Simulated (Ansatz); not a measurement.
## C2, triplet: reading a ladder of total energies

Geometry: that of the C2, singlet, kept fixed. The singlet lies 0.8 eV lower here.

```yaml
atoms:
  - { symbol: C, position_ang: [0.0000, 0.0000, 0.0000] }
  - { symbol: C, position_ang: [0.0000, 0.0000, 1.2462] }
```

Basis 6-31G; Ansatz 0.2.0. Only valence electrons are correlated (noble-gas cores frozen), which leaves 8 electrons in 16 orbitals. Prefix R: restricted or restricted open-shell reference; prefix U: unrestricted.

Full CI is exact within this basis and frozen core; it isn't the basis-set limit. The frozen core follows each run's orbitals, which can shift R against U totals by a few meV.

The cluster runs stand on a determinant 0.43 eV above the lowest UHF solution, chosen by trial CCSD; the correlation energy below is counted from it.

Runs differ by some tens of microhartree through their thresholds and, for an open shell, their frozen cores, so steps under 0.1 kcal/mol mean nothing.

| level | total energy (hartree) |
| --- | --- |
| UHF determinant under the cluster runs | -75.432425 |
| UMP2 | -75.587113 |
| UCCSD* | -75.601733 |
| UCCSD(T)* | -75.608961 |
| UCCSDT* | -75.609798 |
| UCCSDT(Q)* | -75.611385 |
| UCCSDTQ* | -75.611461 |
| full CI | -75.611626 |

Question: What is the correlation energy at full CI, and what share of it do UMP2 and UCCSDT recover?

Answer: E(corr) = -75.611626 − (-75.432425) = -0.179201 hartree = -4.876 eV. UMP2: -0.154688 / -0.179201 = 86.32 %. UCCSDT: -0.177373 / -0.179201 = 98.98 %.

Question: By how many kcal/mol does UCCSD(T) miss full CI (1 hartree = 627.509 kcal/mol), and which steps make up the rest?

Answer: -75.608961 − (-75.611626) = 0.002665 hartree = 1.67 kcal/mol. Steps: UCCSDT − UCCSD(T) = -0.53, UCCSDT(Q) − UCCSDT = -1.00, UCCSDTQ − UCCSDT(Q) = -0.05, full CI − UCCSDTQ = -0.10 kcal/mol. Differences between like states or geometries often cancel part of this.

An asterisk marks runs whose energy the program itself flagged as in doubt.
